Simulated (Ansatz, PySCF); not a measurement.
C₃H₉N, SMILES CN(C)C.

Geometry: B3LYP-D3(BJ)/def2-SVP.

Vertical ionisation energy (IE) and electron affinity (EA) in eV. Rows of orbital energies are one-electron estimates. Where ΔSCF, EOM or ADC give a negative EA the extra electron is unbound and the value depends on the basis.

```csv
level,IE,EA
"−ε(HOMO), −ε(LUMO), r2SCAN/def2-TZVP (PySCF)",4.98,-1.05
"−ε(HOMO), −ε(LUMO), PBE/def2-TZVP (PySCF)",?,?
"ΔSCF, PBE0/def2-SVPD (Ansatz), final states of multiplicity 2 and 2",8.22,-1.89
"ΔSCF, PBE/def2-SVPD (Ansatz), final states of multiplicity 2 and 2",8.16,-1.69
```

Question: Complete the blanks. (The exact figures need the calculation; the answer reports its results.)

Answer: 
- −ε(HOMO), −ε(LUMO), PBE/def2-TZVP (PySCF), IE: 4.74
- −ε(HOMO), −ε(LUMO), PBE/def2-TZVP (PySCF), EA: -0.35

Question: What vertical singlet–triplet gap does ΔSCF give with PBE0/def2-SVPD (Ansatz, a program for electronic structure) and with PBE/def2-SVPD (Ansatz)? (The exact figures need the calculation; the answer reports its results.)

Answer: 5.55 and 5.28 eV (triplet above singlet where positive).
